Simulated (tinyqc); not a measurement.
Worked calculation: geometry optimisation on the UHF/sto-3g surface (energies and gradients from PySCF), for CH, spin multiplicity 4. Computed by tinyqc, a small Python program that keeps every step (integrals from PySCF). Settings: charge = 0, multiplicity = 4, basis = sto-3g, optimiser = sd, first Hessian = 0.3, largest step = 0.1, iteration cap = 30. Command: `OMP_NUM_THREADS=1 python tinyqc.py 28586 28587 out.jsonl` (the two numbers bound the seeds that draw the settings). One thread of a shared host (Intel(R) Xeon(R) Processor @ 2.60GHz), about 2 s of CPU time with the checks.

positions at the start (bohr):
```
           x         y         z
1C  0.000000  0.000000  0.000000
2H  0.000000  0.000000  2.301686
```

Stop when the largest gradient component is below 3e-5 hartree/bohr.

Course of the optimisation:

| step | E (hartree) | largest gradient (hartree/bohr) |
|---|---|---|
| 1 | -37.77823676 | 9.21e-02 |
| 2 | -37.78859407 | 5.17e-02 |
| 3 | -37.79193814 | 8.15e-03 |
| 4 | -37.79166539 | 1.76e-02 |
| 5 | -37.79036795 | 4.29e-02 |
| 6 | -37.79111105 | 2.79e-02 |
| 7 | -37.79036795 | 4.29e-02 |
| 8 | -37.79111105 | 2.79e-02 |
| 9 | -37.79036795 | 4.29e-02 |
| 10 | -37.79111105 | 2.79e-02 |
| 11 | -37.79036795 | 4.29e-02 |
| 12 | -37.79111105 | 2.79e-02 |
| 13 | -37.79036795 | 4.29e-02 |
| 14 | -37.79111105 | 2.79e-02 |
| 15 | -37.79036795 | 4.29e-02 |
| 16 | -37.79111105 | 2.79e-02 |
| 17 | -37.79036795 | 4.29e-02 |
| 18 | -37.79111105 | 2.79e-02 |
| 19 | -37.79036795 | 4.29e-02 |
| 20 | -37.79111105 | 2.79e-02 |
| 21 | -37.79036795 | 4.29e-02 |
| 22 | -37.79111105 | 2.79e-02 |
| 23 | -37.79036795 | 4.29e-02 |
| 24 | -37.79111105 | 2.79e-02 |
| 25 | -37.79036795 | 4.29e-02 |
| 26 | -37.79111105 | 2.79e-02 |
| 27 | -37.79036795 | 4.29e-02 |
| 28 | -37.79111105 | 2.79e-02 |
| 29 | -37.79036795 | 4.29e-02 |
| 30 | -37.79111105 | 2.79e-02 |

Can the last value be used, and what does the course show?

Not by the stop rule. Not converged within 30 steps: the energy rises at some steps, so steps overshoot. Reruns: method bfgs, first Hessian 0.6, largest step 0.3: converged in 5 (E = -37.79200).
